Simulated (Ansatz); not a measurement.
Basis-set series for AlH3OSi (`[O]1[AlH][SiH2]1`). Charge 0, multiplicity 1. All single points use the PBE0-D4/def2-TZVP geometry.

Cartesian coordinates in Å:
```
O 0.064 -0.829 -0.710
Al 0.522 -0.830 0.968
Si -0.346 0.776 -0.383
H 1.124 -1.991 1.851
H 0.426 1.781 -1.165
H -1.791 1.092 -0.560
```

| functional | basis | functions | energy (Eh) | HOMO (eV) | LUMO (eV) |
| --- | --- | --- | --- | --- | --- |
| PBE0-D4 | def2-SVP | 65 | -608.41353 | -6.33 | -1.39 |
| PBE0-D4 | def2-TZVPP | 157 | -608.70202 | -6.33 | -1.51 |
| ωB97M-V | def2-SVP | 65 | -608.66559 | -8.27 | 0.38 |
| ωB97M-V | def2-TZVPP | 157 | -608.95581 | -8.30 | 0.17 |

(1) Give the rows for def2-QZVPP. (An estimate is asked.)

Results:

(1) Computed: 
```json
{"functional": "PBE0-D4", "basis": "def2-QZVPP", "functions": "287", "energy (Eh)": "-608.72423", "HOMO (eV)": "-6.35", "LUMO (eV)": "-1.56"}
{"functional": "ωB97M-V", "basis": "def2-QZVPP", "functions": "287", "energy (Eh)": "-608.97682", "HOMO (eV)": "-8.33", "LUMO (eV)": "-0.03"}
```

Positive LUMOs are unbound and depend on the basis.
